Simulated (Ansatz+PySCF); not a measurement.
A calculation with PySCF 2.14.0.

```python
from pyscf import gto, scf, cc

mol = gto.M(atom="""
O 0.000000 0.000000 -0.179010
H 0.000000 0.000000 1.432090
""", basis='6-31g', charge=0, spin=1)
mf = scf.UHF(mol)
mf.kernel()
mycc = cc.CCSD(mf, frozen=1).run()
et = mycc.ccsd_t()
print(mf.e_tot, mycc.e_corr, et, mycc.e_tot + et)
```

The script is written out from the run's settings.

Results

* Converged: yes
* Reference energy: -75.23614 hartree
* CCSD correlation energy: -0.14342 hartree
* Triples correction: -0.00271 hartree
* Total energy: -75.38227 hartree

This is not the lowest solution: another run reaches a determinant 1.35 eV lower. Caution: bonds are stretched, where a single reference can fail.
